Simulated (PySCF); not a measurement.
Structure with atom numbers: `[CH3:1][CH2:2][CH:3]1[CH2:4][PH:5][CH2:6]1`; H(Xn) means a hydrogen on atom n. Ha(C4), Ha(C6) are cis to C2 on the ring; Hb(C4), Hb(C6) are trans to C2 on the ring.

Theoretical values (PySCF 2.14.0 with density-fitted response routines): geometry from GFN2-xTB, σ from GIAO-PBE0/pcSseg-1. No solvent model, rapidly exchanging positions averaged, one conformer, no relativistic terms.

Chemical shifts δ = σref − σ; ¹³C (σref 186.93) and ¹H (σref 31.72) against TMS; ³¹P (σref 318.38) against H3PO4, all at this level.

```json
{"atoms": "C1", "nucleus": "¹³C", "count": "1", "δ (ppm)": "?"}
{"atoms": "C3", "nucleus": "¹³C", "count": "1", "δ (ppm)": "?"}
{"atoms": "Ha(C4)/Ha(C6)", "nucleus": "¹H", "count": "2", "δ (ppm)": "1.52"}
{"atoms": "P5", "nucleus": "³¹P", "count": "1", "δ (ppm)": "?"}
{"atoms": "Hb(C4)/Hb(C6)", "nucleus": "¹H", "count": "2", "δ (ppm)": "1.95"}
{"atoms": "C2", "nucleus": "¹³C", "count": "1", "δ (ppm)": "38.2"}
{"atoms": "H(C1)", "nucleus": "¹H", "count": "3", "δ (ppm)": "0.89"}
{"atoms": "H(C3)", "nucleus": "¹H", "count": "1", "δ (ppm)": "2.76"}
{"atoms": "H(P5)", "nucleus": "¹H", "count": "1", "δ (ppm)": "4.07"}
{"atoms": "H(C2)", "nucleus": "¹H", "count": "2", "δ (ppm)": "1.36"}
{"atoms": "C4/C6", "nucleus": "¹³C", "count": "2", "δ (ppm)": "24.2"}
```

Question: Complete the table.

Answer: 
- C3: 48.6 ppm, sp3 CH in a ring; a saturated carbon with 3 carbon neighbours and no heteroatom attached
- C1: 12.8 ppm, methyl carbon; saturated and bonded to C and H only
- P5: -92.6 ppm, phosphorus bonded to 2 C, H, in a 4-membered ring

Shifts are as computed. Against solution values, carbons near 30 ppm lie about +3 ppm off and those near 130 ppm about +5 ppm. Of 1211 compounds with measured shifts, 218 miss one by over three times the rms of a fit or turn the order of signals round; such compounds aren't used in these exercises. Experimental scales use liquid or dissolved standards, which lie at an offset from isolated H3PO4.
